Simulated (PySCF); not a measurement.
## Beryllium: a sound run and one with changed settings

Sound run: Be [He] 2s2, Be⁺ [He] 2s1. Computed with PySCF 2.14 in cc-pVTZ (4s3p2d1f, 30 functions), with the non-relativistic Hamiltonian (point nucleus). The sound run starts from symmetry-adapted Hartree-Fock orbitals and uses a fine grid where one is needed.

Changed run: initial guess sap, at most 50 SCF cycles, level shift 10.0 hartree.

| species | method | sound run (hartree) | changed run (hartree) | converged |
| --- | --- | --- | --- | --- |
| Be | UHF | -14.57287 | -14.57287 | no |
| Be | B3LYP | -14.67245 | -14.67241 | no |
| Be | MN15 | -14.66029 | -14.66028 | no |
| Be⁺ | UHF | -14.27724 | -14.27724 | no |
| Be⁺ | B3LYP | -14.33765 | -14.33759 | no |
| Be⁺ | MN15 | -14.33166 | -14.33165 | no |

A level shift slows the SCF but leaves a converged energy unchanged.
